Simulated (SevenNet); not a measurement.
**Zinc-blende HgTe**

Level of theory: the machine-learned potential SevenNet-l3i5 (trained on PBE and PBE+U data).

Cell: relaxed at this level.

```
Quantity                   Result
------------------  -------------
lattice constant a        6.660 Å
volume per atom     36.93 Å³/atom
```

Measured, for comparison: lattice constant a 6.46 Å, equilibrium volume per atom 33.70 Å³/atom (room temperature, not corrected to a static lattice; as tabulated in Cava et al. (2013), arXiv:1302.1059). Computed (rounded) less measured: lattice constant a +3.1 %, equilibrium volume per atom +9.6 %.

A machine-learned potential is trained on density-functional data: it inherits that level's misses and adds fitting errors of its own.

Note: this model's volume lies 10 % above that of the starting cell (a measured, published or database cell).
